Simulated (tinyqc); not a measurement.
Worked calculation: UKS/LDA (VWN5) in the sto-3g basis, for H2O+, spin multiplicity 2. One step of it, computed by the program tinyqc.

Problem. Iteration 2: building the Kohn-Sham matrix. J_ij = sum D_kl (ij|kl) with D = D(alpha) + D(beta); F = H + J + V_xc; E = tr D H + tr D J / 2 + E_xc + E_nn.

D(alpha) after iteration 1:
```
            1O 1s      1O 2s    1O 2px     1O 2py     1O 2pz      2H 1s      3H 1s
1O 1s    1.062874  -0.272891  0.000000   0.000000   0.001932   0.041241   0.041241
1O 2s   -0.272891   1.198355  0.000000   0.000000  -0.027607  -0.257393  -0.257393
1O 2px   0.000000   0.000000  1.000000   0.000000   0.000000   0.000000   0.000000
1O 2py   0.000000   0.000000  0.000000   0.087058   0.000000   0.188380  -0.188380
1O 2pz   0.001932  -0.027607  0.000000   0.000000   0.049153   0.147253   0.147253
2H 1s    0.041241  -0.257393  0.000000   0.188380   0.147253   0.874584   0.059333
3H 1s    0.041241  -0.257393  0.000000  -0.188380   0.147253   0.059333   0.874584
```

D(beta) after iteration 1:
```
            1O 1s      1O 2s    1O 2px     1O 2py     1O 2pz      2H 1s      3H 1s
1O 1s    1.062918  -0.273175  0.000000   0.000000   0.000227   0.041901   0.041901
1O 2s   -0.273175   1.200079  0.000000   0.000000  -0.019125  -0.261137  -0.261137
1O 2px   0.000000   0.000000  0.000000   0.000000   0.000000   0.000000   0.000000
1O 2py   0.000000   0.000000  0.000000   0.076662   0.000000   0.178877  -0.178877
1O 2pz   0.000227  -0.019125  0.000000   0.000000   0.041787   0.135728   0.135728
2H 1s    0.041901  -0.261137  0.000000   0.178877   0.135728   0.891496   0.056746
3H 1s    0.041901  -0.261137  0.000000  -0.178877   0.135728   0.056746   0.891496
```

core Hamiltonian H = T + V (hartree):
```
             1O 1s      1O 2s     1O 2px     1O 2py     1O 2pz      2H 1s      3H 1s
1O 1s   -32.388947  -7.534226   0.000000   0.000000  -0.008057  -0.662205  -0.662205
1O 2s    -7.534226  -9.016939   0.000000   0.000000  -0.101096  -1.755185  -1.755185
1O 2px    0.000000   0.000000  -7.190049   0.000000   0.000000   0.000000   0.000000
1O 2py    0.000000   0.000000   0.000000  -7.262450   0.000000  -1.182018   1.182018
1O 2pz   -0.008057  -0.101096   0.000000   0.000000  -7.218331  -0.755389  -0.755389
2H 1s    -0.662205  -1.755185   0.000000  -1.182018  -0.755389  -3.767575  -0.373261
3H 1s    -0.662205  -1.755185   0.000000   1.182018  -0.755389  -0.373261  -3.767575
```

Two-electron integrals (ij|kl) in chemists' order, unique and non-zero (hartree):
```
(11|11) 4.785065    (21|11) 0.741380    (21|21) 0.136873    (22|11) 1.118947
(22|21) 0.256633    (22|22) 0.817206    (31|31) 0.024477    (32|31) 0.037809
(32|32) 0.180518    (33|11) 1.115814    (33|21) 0.256684    (33|22) 0.817023
(33|33) 0.880159    (41|41) 0.024477    (42|41) 0.037809    (42|42) 0.180518
(43|43) 0.047444    (44|11) 1.115814    (44|21) 0.256684    (44|22) 0.817023
(44|33) 0.785270    (44|44) 0.880159    (51|51) 0.024477    (52|51) 0.037809
(52|52) 0.180518    (53|53) 0.047444    (54|54) 0.047444    (55|11) 1.115814
(55|21) 0.256684    (55|22) 0.817023    (55|33) 0.785270    (55|44) 0.785270
(55|55) 0.880159    (61|11) 0.065247    (61|21) 0.011959    (61|22) 0.022332
(61|33) 0.022293    (61|41) 0.000436    (61|42) 0.000830    (61|44) 0.022380
(61|51) 0.000273    (61|52) 0.000519    (61|54) 0.000054    (61|55) 0.022327
(61|61) 0.001057    (62|11) 0.189110    (62|21) 0.044052    (62|22) 0.159350
(62|33) 0.156498    (62|41) 0.002758    (62|42) 0.022874    (62|44) 0.162535
(62|51) 0.001724    (62|52) 0.014296    (62|54) 0.003773    (62|55) 0.158856
(62|61) 0.003929    (62|62) 0.041584    (63|31) 0.004218    (63|32) 0.025952
(63|43) 0.004514    (63|53) 0.002821    (63|63) 0.005396    (64|11) 0.127067
(64|21) 0.029944    (64|22) 0.115782    (64|33) 0.110831    (64|41) 0.005815
(64|42) 0.041206    (64|44) 0.123950    (64|51) 0.000998    (64|52) 0.009534
(64|54) 0.005378    (64|55) 0.112429    (64|61) 0.002762    (64|62) 0.036832
(64|64) 0.037694    (65|11) 0.079417    (65|21) 0.018715    (65|22) 0.072363
(65|33) 0.069270    (65|41) 0.000998    (65|42) 0.009534    (65|44) 0.071826
(65|51) 0.004842    (65|52) 0.031910    (65|54) 0.006112    (65|55) 0.075911
(65|61) 0.001726    (65|62) 0.023020    (65|64) 0.020186    (65|65) 0.018012
(66|11) 0.384008    (66|21) 0.090831    (66|22) 0.378839    (66|33) 0.366004
(66|41) 0.006108    (66|42) 0.072246    (66|44) 0.393433    (66|51) 0.003818
(66|52) 0.045154    (66|54) 0.017143    (66|55) 0.376718    (66|61) 0.008125
(66|62) 0.135891    (66|64) 0.138008    (66|65) 0.086255    (66|66) 0.774606
(71|11) 0.065247    (71|21) 0.011959    (71|22) 0.022332    (71|33) 0.022293
(71|41) -0.000436   (71|42) -0.000830   (71|44) 0.022380    (71|51) 0.000273
(71|52) 0.000519    (71|54) -0.000054   (71|55) 0.022327    (71|61) 0.001040
(71|62) 0.003795    (71|64) 0.002490    (71|65) 0.001671    (71|66) 0.007820
(71|71) 0.001057    (72|11) 0.189110    (72|21) 0.044052    (72|22) 0.159350
(72|33) 0.156498    (72|41) -0.002758   (72|42) -0.022874   (72|44) 0.162535
(72|51) 0.001724    (72|52) 0.014296    (72|54) -0.003773   (72|55) 0.158856
(72|61) 0.003795    (72|62) 0.031011    (72|64) 0.019565    (72|65) 0.016611
(72|66) 0.078574    (72|71) 0.003929    (72|72) 0.041584    (73|31) 0.004218
(73|32) 0.025952    (73|43) -0.004514   (73|53) 0.002821    (73|63) 0.003813
(73|73) 0.005396    (74|11) -0.127067   (74|21) -0.029944   (74|22) -0.115782
(74|33) -0.110831   (74|41) 0.005815    (74|42) 0.041206    (74|44) -0.123950
(74|51) -0.000998   (74|52) -0.009534   (74|54) 0.005378    (74|55) -0.112429
(74|61) -0.002490   (74|62) -0.019565   (74|64) -0.008980   (74|65) -0.010335
(74|66) -0.048123   (74|71) -0.002762   (74|72) -0.036832   (74|74) 0.037694
(75|11) 0.079417    (75|21) 0.018715    (75|22) 0.072363    (75|33) 0.069270
(75|41) -0.000998   (75|42) -0.009534   (75|44) 0.071826    (75|51) 0.004842
(75|52) 0.031910    (75|54) -0.006112   (75|55) 0.075911    (75|61) 0.001671
(75|62) 0.016611    (75|64) 0.010335    (75|65) 0.012574    (75|66) 0.045338
(75|71) 0.001726    (75|72) 0.023020    (75|74) -0.020186   (75|75) 0.018012
(76|11) 0.036642    (76|21) 0.008613    (76|22) 0.033853    (76|33) 0.033144
(76|44) 0.033858    (76|51) 0.000537    (76|52) 0.005351    (76|55) 0.034521
(76|61) 0.000758    (76|62) 0.008606    (76|64) 0.006741    (76|65) 0.005410
(76|66) 0.029684    (76|71) 0.000758    (76|72) 0.008606    (76|74) -0.006741
(76|75) 0.005410    (76|76) 0.002336    (77|11) 0.384008    (77|21) 0.090831
(77|22) 0.378839    (77|33) 0.366004    (77|41) -0.006108   (77|42) -0.072246
(77|44) 0.393433    (77|51) 0.003818    (77|52) 0.045154    (77|54) -0.017143
(77|55) 0.376718    (77|61) 0.007820    (77|62) 0.078574    (77|64) 0.048123
(77|65) 0.045338    (77|66) 0.227869    (77|71) 0.008125    (77|72) 0.135891
(77|74) -0.138008   (77|75) 0.086255    (77|76) 0.029684    (77|77) 0.774606
```

nuclear repulsion = 6.41762987 hartree

V_xc(alpha) (hartree):
```
            1O 1s      1O 2s     1O 2px     1O 2py     1O 2pz      2H 1s      3H 1s
1O 1s   -2.900769  -0.400746   0.000000   0.000000   0.000125  -0.035502  -0.035502
1O 2s   -0.400746  -0.706967   0.000000   0.000000  -0.012016  -0.140488  -0.140488
1O 2px   0.000000   0.000000  -0.750361   0.000000   0.000000   0.000000   0.000000
1O 2py   0.000000   0.000000   0.000000  -0.684627   0.000000  -0.108004   0.108004
1O 2pz   0.000125  -0.012016   0.000000   0.000000  -0.670130  -0.069337  -0.069337
2H 1s   -0.035502  -0.140488   0.000000  -0.108004  -0.069337  -0.506583  -0.029803
3H 1s   -0.035502  -0.140488   0.000000   0.108004  -0.069337  -0.029803  -0.506583
```

V_xc(beta) (hartree):
```
            1O 1s      1O 2s     1O 2px     1O 2py     1O 2pz      2H 1s      3H 1s
1O 1s   -2.881259  -0.385375   0.000000   0.000000  -0.000025  -0.034232  -0.034232
1O 2s   -0.385375  -0.629052   0.000000   0.000000  -0.014709  -0.130598  -0.130598
1O 2px   0.000000   0.000000  -0.617665   0.000000   0.000000   0.000000   0.000000
1O 2py   0.000000   0.000000   0.000000  -0.632977   0.000000  -0.103957   0.103957
1O 2pz  -0.000025  -0.014709   0.000000   0.000000  -0.620163  -0.067105  -0.067105
2H 1s   -0.034232  -0.130598   0.000000  -0.103957  -0.067105  -0.505089  -0.028612
3H 1s   -0.034232  -0.130598   0.000000   0.103957  -0.067105  -0.028612  -0.505089
```

E_xc = sum of w rho eps_xc = -7.58382413 hartree

Give: Coulomb J; F(alpha); F(beta); total energy of this density.

Solution.

Coulomb J (hartree):
```
          1O 1s   1O 2s  1O 2px   1O 2py  1O 2pz   2H 1s    3H 1s
1O 1s   14.7170  2.6647  0.0000   0.0000  0.0136  0.2336   0.2336
1O 2s    2.6647  6.3584  0.0000   0.0000  0.1647  1.3029   1.3029
1O 2px   0.0000  0.0000  6.3559   0.0000  0.0000  0.0000   0.0000
1O 2py   0.0000  0.0000  0.0000   6.3833  0.0000  0.9798  -0.9798
1O 2pz   0.0136  0.1647  0.0000   0.0000  6.3128  0.6398   0.6398
2H 1s    0.2336  1.3029  0.0000   0.9798  0.6398  3.8550   0.2948
3H 1s    0.2336  1.3029  0.0000  -0.9798  0.6398  0.2948   3.8550
```

F(alpha) (hartree):
```
           1O 1s    1O 2s   1O 2px   1O 2py   1O 2pz    2H 1s    3H 1s
1O 1s   -20.5728  -5.2703   0.0000   0.0000   0.0057  -0.4641  -0.4641
1O 2s    -5.2703  -3.3655   0.0000   0.0000   0.0516  -0.5927  -0.5927
1O 2px    0.0000   0.0000  -1.5845   0.0000   0.0000   0.0000   0.0000
1O 2py    0.0000   0.0000   0.0000  -1.5638   0.0000  -0.3102   0.3102
1O 2pz    0.0057   0.0516   0.0000   0.0000  -1.5757  -0.1850  -0.1850
2H 1s    -0.4641  -0.5927   0.0000  -0.3102  -0.1850  -0.4192  -0.1082
3H 1s    -0.4641  -0.5927   0.0000   0.3102  -0.1850  -0.1082  -0.4192
```

F(beta) (hartree):
```
           1O 1s    1O 2s   1O 2px   1O 2py   1O 2pz    2H 1s    3H 1s
1O 1s   -20.5532  -5.2549   0.0000   0.0000   0.0056  -0.4628  -0.4628
1O 2s    -5.2549  -3.2876   0.0000   0.0000   0.0489  -0.5829  -0.5829
1O 2px    0.0000   0.0000  -1.4518   0.0000   0.0000   0.0000   0.0000
1O 2py    0.0000   0.0000   0.0000  -1.5122   0.0000  -0.3062   0.3062
1O 2pz    0.0056   0.0489   0.0000   0.0000  -1.5257  -0.1827  -0.1827
2H 1s    -0.4628  -0.5829   0.0000  -0.3062  -0.1827  -0.4177  -0.1070
3H 1s    -0.4628  -0.5829   0.0000   0.3062  -0.1827  -0.1070  -0.4177
```

total energy of this density = -72.603938 hartree
